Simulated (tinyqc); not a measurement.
Extended Hueckel theory, for SiH2, step by step. Computed by tinyqc, a small Python program that keeps every step (integrals from PySCF). Settings: charge = 0, K = 1.75, weighted = 1, multiplicity = 1. Command: `OMP_NUM_THREADS=1 python tinyqc.py 25999 26000 out.jsonl` (the two numbers bound the seeds that draw the settings). One thread of a shared host (Intel(R) Xeon(R) Processor @ 2.60GHz), about 0.01 s of CPU time with the checks.

## Overlaps

Geometry (angstrom):
```
atom         x          y         z
Si    0.000000   0.000000  0.000000
H     0.000000   1.230000  0.790000
H     0.000000  -1.237000  0.794000
```

Parameters chosen for this run:
```
element  shell  Slater exponent   H_ii (eV)
Si          3s         1.383000  -17.300000
Si          3p         1.383000   -9.200000
H           1s         1.300000  -13.600000
```

Slater orbitals, each expanded in six Gaussians scaled to its exponent.

overlap S, order 1Si 3s, 1Si 3px, 1Si 3py, 1Si 3pz, 2H 1s, 3H 1s:
```
[[1.000000, 0.000000, 0.000000, 0.000000, 0.419568, 0.416872],
 [0.000000, 1.000000, 0.000000, 0.000000, 0.000000, 0.000000],
 [0.000000, 0.000000, 1.000000, 0.000000, 0.442499, -0.440672],
 [0.000000, 0.000000, 0.000000, 1.000000, 0.284207, 0.282856],
 [0.419568, 0.000000, 0.442499, 0.284207, 1.000000, 0.045044],
 [0.416872, 0.000000, -0.440672, 0.282856, 0.045044, 1.000000]]
```

## Wolfsberg-Helmholz matrix

diagonal H_ii (eV): [-17.300000, -9.200000, -9.200000, -9.200000, -13.600000, -13.600000]

K = 1.750000

H_ij = K' S_ij (H_ii + H_jj)/2 for i != j (the diagonal keeps H_ii), with K' = K + D^2 + D^4 (1 - K), D = (H_ii - H_jj)/(H_ii + H_jj), K = 1.75.

H (eV), order 1Si 3s, 1Si 3px, 1Si 3py, 1Si 3pz, 2H 1s, 3H 1s:
```
[[-17.300000, 0.000000, 0.000000, 0.000000, -11.436010, -11.362535],
 [0.000000, -9.200000, 0.000000, 0.000000, 0.000000, 0.000000],
 [0.000000, 0.000000, -9.200000, 0.000000, -9.010481, 8.973268],
 [0.000000, 0.000000, 0.000000, -9.200000, -5.787219, -5.759721],
 [-11.436010, 0.000000, -9.010481, -5.787219, -13.600000, -1.072050],
 [-11.362535, 0.000000, 8.973268, -5.759721, -1.072050, -13.600000]]
```

## Orbitals

valence electrons = 6

Solve H C = S C e through S^(-1/2); fill by pairs from the bottom, a degenerate level sharing its electrons equally; each orbital has its largest coefficient positive (the first on a tie).

orbital energies (eV): [-20.113037, -15.068917, -10.604758, -9.200000, 5.452183, 10.612198]

occupations: [2.000000, 2.000000, 2.000000, 0.000000, 0.000000, 0.000000]

coefficients, order 1Si 3s, 1Si 3px, 1Si 3py, 1Si 3pz, 2H 1s, 3H 1s:
```
[[0.666059, 0.000650, -0.434525, 0.000000, -0.027094, 1.010640],
 [0.000000, 0.000000, 0.000000, 1.000000, 0.000000, 0.000000],
 [0.000033, -0.400740, 0.001142, 0.000000, 1.236176, 0.040173],
 [0.004068, 0.000144, 0.822757, 0.000000, -0.023179, 0.789535],
 [0.314529, -0.501572, 0.208628, 0.000000, -0.769412, -0.917746],
 [0.312607, 0.504530, 0.209120, 0.000000, 0.819596, -0.863242]]
```

sum of one-electron energies = -91.573424 eV

## Mulliken analysis

P = C n C^T; charge = valence electrons (Si 4, H 1) minus the sum of (P S)_ii on the atom; overlap population = 2 sum P_ij S_ij between two atoms.

charges: [0.310038, -0.153857, -0.156181]

Overlap populations:
```
pair      value
2-1    0.751618
3-1    0.748361
3-2   -0.020019
```
